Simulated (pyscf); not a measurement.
Optimised with ωB97X-D3(BJ)/def2-SVP in PySCF. MP2 and CC: frozen core, UHF for open shells. ΔMP2 is the change of the MP2 total energy from the triple- to the quadruple-zeta basis.

What is the homolytic dissociation enthalpy (298 K, CCSD(T)/def2-TZVPP + ΔMP2(QZVPP)) of the F–Si bond of `[F][Si]([F])([F])[F]`, to F• + F–Si•(F)–F?

F–Si to F• + F–Si•(F)–F: 7.14 eV. The CCSD(T) − MP2 part came from Ansatz, without density fitting, on the same reference. Left out: the spin-orbit lowering of F.
